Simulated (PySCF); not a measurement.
C2HClN2S, SMILES Clc1csnn1, point group Cs.

Force field and properties: B3LYP/pcSseg-1 (PySCF, grid level 2). Vibrational terms come from second-order perturbation theory with semi-diagonal cubic constants, by steps of ±0.6 along the normal coordinates of each isotopologue. The parent has the commonest isotopes.

Equilibrium geometry (Å):

```csv
atom,x,y,z
Cl1,2.1743,-0.9179,-0.4299
C2,0.5490,-0.4063,-0.1312
C3,0.1346,0.8884,0.0199
S4,-1.5471,0.8872,0.2945
N5,-1.5995,-0.8694,0.1900
N6,-0.4437,-1.3422,-0.0291
H7,0.7458,1.7799,-0.0225
```

(1) Give the equilibrium and ground-state rotational constants (MHz) of parent; ²H at 7; ¹⁵N at 5; ¹⁵N at 5, ²H at 7.

(2) How is the parent's vibrational correction B0 − Be made up?

(3) And its quartic centrifugal distortion constants from the harmonic force field?

(4) Which nuclear quadrupole couplings χaa, χbb, χcc (MHz) does the parent show, at equilibrium and averaged?

A mode lies under 250 cm⁻¹, where this perturbation treatment is rough.

Results:

(1) 
| species | Ae | Be | Ce | A0 | B0 | C0 | Δ0 (u Å²) | harmonic ZPE (cm⁻¹) |
| --- | --- | --- | --- | --- | --- | --- | --- | --- |
| parent | 7607.9 | 1546.8 | 1285.4 | 7536.3 | 1539.3 | 1277.8 | 0.130 | 7217 |
| ²H at 7 | 7127 | 1546.7 | 1270.9 | 7062.5 | 1539.2 | 1263.3 | 0.130 | 6525 |
| ¹⁵N at 5 | 7450 | 1538.4 | 1275.1 | 7380.3 | 1531 | 1267.6 | 0.132 | 7189 |
| ¹⁵N at 5, ²H at 7 | 6984 | 1538.4 | 1260.7 | 6921 | 1531 | 1253.2 | 0.132 | 6497 |

Δ0 = Ic − Ia − Ib from the ground-state constants.

(2) 
```csv
axis,harmonic,Coriolis,cubic,total (MHz)
a,10.2,-3.36,-78.3,-71.5
b,0.93,-0.233,-8.19,-7.5
c,0.337,-0.086,-7.9,-7.64
```

(3) Asymmetric top, A reduction, Ir representation: ΔJ = 0.063 kHz, ΔJK = 0.601 kHz, ΔK = 4.04 kHz, δJ = 0.0103 kHz, δK = 0.393 kHz.

(4) 35Cl at 1: -82.3, 43.5, 38.8 and -81.8, 43.2, 38.6; 14N at 5: -0.9, -0.1, 1.0 and -0.9, 0.0, 1.0; 14N at 6: 1.1, -4.0, 2.8 and 1.1, -3.9, 2.8.
